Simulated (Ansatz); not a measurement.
How far each method lies from RCCSDTQ for SiAs⁻, singlet

Geometry: a PBE0/def2-TZVPD stationary point for this spin.

```tsv
atom	x (Å)	y (Å)	z (Å)
Si	0.0000	0.0000	0.0000
As	0.0000	0.0000	2.0970
```

Basis aug-cc-pVDZ; Ansatz 0.2.0. Only valence electrons are correlated (noble-gas cores and the filled d shells of p-block atoms frozen), which leaves 10 electrons in 44 orbitals. Prefix R: restricted or restricted open-shell reference; prefix U: unrestricted. Active spaces: valence = (10e, 8o) chosen from the atoms' valence shells. No spin–orbit coupling is included, and no scalar relativity.

Full CI isn't at hand for all of this; RCCSDTQ serves as the reference, and is uncertain by about the last step of the cluster series. The frozen core follows each run's orbitals, which can shift R against U totals by a few meV for light atoms and by up to 0.1 eV past Ca.

```
UHF ⟨S²⟩                          : 0.544
T1 diagnostic (RCCSD)             : 0.0225
largest doubles amplitude (RCCSD) : 0.063
```

| level | E − E(RHF) (eV) |
| --- | --- |
| RMP2 | -5.6192 |
| RCCSD | -6.0558 |
| RCCSD(T) | -6.4606 |

(1) Estimate how far RCCSDTQ in aug-cc-pVDZ lies from RCCSD(T). The table doesn't fix it; the size of (T) and the diagnostics are the guide.

(1) RCCSDTQ in aug-cc-pVDZ lies 59 meV below RCCSD(T), which is 15 % of the (T) step (-405 meV). T1 is raised, RHF is unstable towards spin polarisation, but (T) still catches most of what CCSD lacks. The miss exceeds 1 kcal/mol.

The other levels:

```tsv
level	E − E(RCCSDTQ) (meV)	share of correlation (%)	wall time
CISD	1067	83.63	1.8 s
BCCD(T)	58	99.11	2.7 s
RCCSDT	42	99.35	–
RCCSDT(Q)	-3	100.05	11 s
CASSCF (valence space)	4528	30.55	–
NEVPT2 (valence space)	1042	84.02	4.2 s
MRCISD (valence space)	465	92.87	–
MRCISD+Q (valence space)	35	99.46	5.5 s
```

The correlation energy at RCCSDTQ, counted from RHF, is -6.520 eV. That run took 23 s on 2 threads of AMD EPYC 7R13 with a shared H100 80 GB, shared host.

Run but not shown, since their state, orbitals or frozen core can't be matched to the reference's or they repeat it: UHF.

Times hold each run's SCF and search for its determinant on a shared host, so for small cases they say little of a method's own cost; they ran on 1 thread of AMD EPYC 7R13.

Natural occupations of CASSCF (valence space) about the gap: 1.995 1.984 1.973 1.923 1.923 0.085 0.085 0.031; effectively unpaired electrons, Σ n²(2−n)², 0.10.
